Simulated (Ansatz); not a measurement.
Rock-salt BaTe was calculated with RPBE (plane waves, PAW; Ansatz, a first-principles code).

Numerical settings: plane-wave cutoff 520 eV, 8×8×8 k mesh, Fermi–Dirac smearing 0.01 eV, scalar-relativistic PAW data made under PBE.

Energies at three volumes about the minimum:

```tsv
V (Å³/atom)	E − E_lowest (meV/atom)
45.140	1.44
46.061	0.00
46.982	1.45
```

Question: Fit a parabola by hand: where is the minimum, what lattice constant follows, and what is the bulk modulus?

Answer: Slopes: (0.00 − 1.44)/(46.061 − 45.140) = -1.564 and (1.45 − 0.00)/(46.982 − 46.061) = 1.574 meV/Å³. Curvature E″ = 2 × (1.574 − (-1.564))/(46.982 − 45.140) = 3.407 meV/Å⁶. From the middle of the first interval, the slope vanishes at V0 = 45.6005 − (-1.564)/3.407 = 46.060 Å³/atom. B = V0 E″ = 46.060 × 3.407 meV/Å³ × 0.1602 GPa per meV/Å³ = 25.1 GPa. With 8 atoms in the cube, a = (8 × 46.060)^(1/3) = 7.169 Å. The full Birch–Murnaghan fit to all volumes gives V0 = 46.044 Å³/atom and B0 = 25.2 GPa.

Measured, for comparison: lattice constant a 7.007 Å (room temperature, no zero-point or thermal correction; as tabulated in Lucero et al. (2012), arXiv:1111.4515).
